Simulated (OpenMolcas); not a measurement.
# CH5SSi (SMILES [CH2]S[SiH3]): UHF/ANO-S-VDZP (electric field -0.002 a.u., field axis y)

Aim: the vertical doublet–quartet gap of CH5SSi at UHF/ANO-S-VDZP (electric field -0.002 a.u., field axis y), from 2 runs. 

The results are computed with OpenMolcas 26.06.

6 further runs of the same task are left out: 1 that didn't finish, 5 set aside as unsound or not needed.

## Step 1: Starting point

CH5SSi has 8 atoms, charge 0, and is taken as a doublet. As SMILES, `[CH2]S[SiH3]`. The coordinates come from a GFN2-xTB relaxation. This is one conformer, not always the lowest.

Bond lengths: C1–S2 1.711 Å, S2–Si3 2.169 Å, C1–H4 1.073 Å, C1–H5 1.074 Å, Si3–H6 1.457 Å, Si3–H7 1.451 Å, Si3–H8 1.457 Å. Angles: C1–S2–Si3 100.1°, S2–C1–H4 118.8°, S2–C1–H5 118.5°, S2–Si3–H6 107.2°, S2–Si3–H7 101.9°, S2–Si3–H8 107.5°, H4–C1–H5 119.8°, H6–Si3–H7 114.1°, H6–Si3–H8 111.2°, H7–Si3–H8 114.1°.

## Step 2: A single-point energy at UHF/ANO-S-VDZP (electric field -0.002 a.u., field axis y)

Input file mol.input:

```
&GATEWAY
BasisSet
C.ANO-S-VDZP....
C1 -0.739890 0.762340 -1.259220 angstrom
End of Basis
BasisSet
S.ANO-S-VDZP....
S2 -0.763500 -0.831250 -0.635430 angstrom
End of Basis
BasisSet
Si.ANO-S-VDZP....
Si3 0.609970 -0.606960 1.028240 angstrom
End of Basis
BasisSet
H.ANO-S-VDZP....
H4 -0.116890 0.975800 -2.105920 angstrom
H5 -1.552950 1.420260 -1.016300 angstrom
H6 0.052440 0.407610 1.913720 angstrom
H7 0.617230 -1.944640 1.591150 angstrom
H8 1.893600 -0.183160 0.483750 angstrom
End of Basis
&SEWARD
&FFPT
Dipole
Y 0.002
&SCF
UHF
Spin
2
PrOrbitals
1 2
```

On the command line:

```console
export MOLCAS_MEM=1860
pymolcas mol.input > mol.log
```

The program printed:

```text
--- Start Module: gateway ---
[...]
--- Stop Module: gateway /rc=_RC_ALL_IS_WELL_ ---
[...]
      Basis functions           75
[...]
--- Start Module: ffpt ---
[...]
--- Stop Module: ffpt /rc=_RC_ALL_IS_WELL_ ---
--- Start Module: scf ---
[...]
       Convergence after  13 Iterations
[...]
::    Total SCF energy                               -727.2302829269
[...]
      Total spin, S                                     0.5082604600
[...]
      Total electronic charge=   41.000000
      Total            charge=   -0.000000
[...]
      Dipole Moment (debye):
      Origin of the operator (angstrom)=   -0.1990   -0.4381   -0.0752
                   X=  8.8036E-01               Y=  8.6832E-01               Z=  6.7080E-01           Total=  1.4068E+00
      Quadrupole Moment (debye*angstrom):
[...]
--- Stop Module: scf /rc=_RC_ALL_IS_WELL_ ---
[...]
```

It took 7.2 s on 1 thread of Intel Xeon Platinum 8559C (Emerald Rapids), shared host; peak memory 0.43 GiB.

## Step 3: The quartet, same level

Input file mol.input:

```
&gateway
  basisset
  C.ANO-S-VDZP....
  C1 -0.739890 0.762340 -1.259220 angstrom
  End of Basis
  basisset
  S.ANO-S-VDZP....
  S2 -0.763500 -0.831250 -0.635430 angstrom
  End of Basis
  basisset
  Si.ANO-S-VDZP....
  Si3 0.609970 -0.606960 1.028240 angstrom
  End of Basis
  basisset
  H.ANO-S-VDZP....
  H4 -0.116890 0.975800 -2.105920 angstrom
  H5 -1.552950 1.420260 -1.016300 angstrom
  H6 0.052440 0.407610 1.913720 angstrom
  H7 0.617230 -1.944640 1.591150 angstrom
  H8 1.893600 -0.183160 0.483750 angstrom
  End of Basis

&seward

&ffpt
  dipole
  Y 0.002

&scf
  uhf
  spin = 4
  prorbitals = 1 2
```

On the command line:

```console
export MOLCAS_MEM=1860
pymolcas mol.input > mol.log
```

The program printed:

```text
--- Start Module: gateway ---
[...]
--- Stop Module: gateway /rc=_RC_ALL_IS_WELL_ ---
[...]
      Basis functions           75
[...]
--- Start Module: ffpt ---
[...]
--- Stop Module: ffpt /rc=_RC_ALL_IS_WELL_ ---
--- Start Module: scf ---
[...]
       Convergence after  23 Iterations
[...]
::    Total SCF energy                               -727.0299440652
[...]
      Total spin, S                                     1.5065136627
[...]
      Total electronic charge=   41.000000
      Total            charge=   -0.000000
[...]
      Dipole Moment (debye):
      Origin of the operator (angstrom)=   -0.1990   -0.4381   -0.0752
                   X= -2.6824E+00               Y=  6.1292E-01               Z= -3.7898E+00           Total=  4.6833E+00
      Quadrupole Moment (debye*angstrom):
[...]
--- Stop Module: scf /rc=_RC_ALL_IS_WELL_ ---
[...]
```

It took 8.4 s on 1 thread of Intel Xeon Platinum 8559C (Emerald Rapids), shared host; peak memory 0.43 GiB.

## Step 4: Summary of results

At UHF/ANO-S-VDZP (electric field -0.002 a.u., field axis y):

| quantity | value |
| --- | --- |
| doublet: total energy | -727.23028 Eh |
| doublet: dipole moment | 1.41 D |
| doublet: ⟨S²⟩ | 0.767 |
| quartet: total energy | -727.02994 Eh |
| quartet: dipole moment | 4.68 D |
| quartet: ⟨S²⟩ | 3.776 |
| vertical energy of the quartet above the doublet | 5.451 eV |

**Reading.** At this shape the quartet lies 5.45 eV (526 kJ/mol) above the doublet.
